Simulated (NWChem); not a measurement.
System: Na cation

The following NWChem deck was run.

```
start job
memory heap 200 mb stack 900 mb global 1100 mb
charge 1
geometry units angstroms noautosym nocenter noautoz
  Na     0.000000     0.000000     0.000000
end
basis spherical
  * library cc-pvdz
end
dft
  xc xpbe96 cpbe96
  iterations 150
end
property
  shielding
end
task dft property
```

GIAO values for the isolated, static molecule; σ is the absolute isotropic shielding.

Atoms are numbered as in the input.

**Question.** Give the results of this calculation. (PBE/cc-pVDZ, GIAO.) Quantities: basis functions; σ Na1 (ppm).

**Answer.** 
```yaml
number_of_basis_functions: 18
"σ Na1 (ppm)": 623.1
```
